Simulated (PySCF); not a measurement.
How well do the runs reproduce experiment for PF3?

**Experimental background.**

NIST CCCBDB Release 22 (SRD 101), experimental dipoles lists, for the gas: dipole moment (microwave Stark effect) 1.03 D.

How close the calculation comes is told at the end.

Species: PF₃.
SMILES with atom numbers: `[F:1][P:2]([F:3])[F:4]`

Cartesian coordinates in Å at the GFN2-xTB level; atoms count from 1:
```
atom  x, y, z in Å
F1    -0.8365   -1.0548   -0.2204
P2     0.0022    0.0010    0.6368
F3     1.3367   -0.1976   -0.2194
F4    -0.4921    1.2562   -0.2200
```

Runs made with PySCF (gas phase, on this GFN2-xTB geometry; no spin–orbit coupling):

| level | job | basis functions | wall time |
| --- | --- | --- | --- |
| CAM-B3LYP/def2-SVPD | 8 singlets by full TDDFT, 3 Tamm–Dancoff triplets, polarisability | 93 | 4.7 s |

Hardware: an Arm Neoverse V2 with one thread (shared host).

## Comparison

**Dipole moment.** Measured: 1.03 D (NIST CCCBDB Release 22 (SRD 101), experimental dipoles).

```json
{"level": "CAM-B3LYP/def2-SVPD", "computed (D)": "1.77", "computed − measured (D)": "+0.74", "% (from the printed values)": "+72"}
```

The computed dipoles belong to one fixed geometry; measured ones are averaged over vibrations unless marked μe. Magnitudes are compared, not signs.

The geometry is computed, not the measured one. Where a level misses, the cause wasn't examined.
